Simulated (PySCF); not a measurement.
Molecule (SMILES): OO (H2O2).
Geometry (B3LYP-D3(BJ)/def2-TZVP, fixed):
```xyz
4

O      0.0155     0.7238    -0.0702
O     -0.0112    -0.7261    -0.0419
H      0.8057     0.8967     0.4614
H     -0.8394    -0.8786     0.4355
```

Basis-set convergence of the mean static polarisability at HF with PySCF. All functions are spherical. Density fitting with generated auxiliary sets. No added dispersion term, no relativity. Reference: the value in d-aug-cc-pVTZ, 14.44 bohr³, itself unsure by roughly 0.3 % (its mean distance from aug-pcseg-3, aug-cc-pVQZ, aug-pcseg-2). Deviations are taken from unrounded values.

```json
[
 {"basis": "pcseg-1", "functions": "38", "mean static polarisability (bohr³)": "10.31", "minus reference (%)": "-28.6"},
 {"basis": "Sadlej pVTZ", "functions": "66", "mean static polarisability (bohr³)": "14.38", "minus reference (%)": "-0.5"},
 {"basis": "pcseg-2", "functions": "88", "mean static polarisability (bohr³)": "12.61", "minus reference (%)": "-12.7"},
 {"basis": "d-aug-cc-pVDZ", "functions": "90", "mean static polarisability (bohr³)": "14.41", "minus reference (%)": "-0.2"},
 {"basis": "pcseg-3", "functions": "186", "mean static polarisability (bohr³)": "13.93", "minus reference (%)": "-3.6"},
 {"basis": "d-aug-cc-pVTZ", "functions": "188", "mean static polarisability (bohr³)": "14.44", "minus reference (%)": "0.0"}
]
```

The smallest set listed that lies within 5 % of the reference with all its larger relatives (same family, alike in diffuse functions; a set with none counts only in the reference's own line) is d-aug-cc-pVDZ (90 functions, -0.2 % off). Inside, with no larger relative to test it: Sadlej pVTZ, pcseg-3.
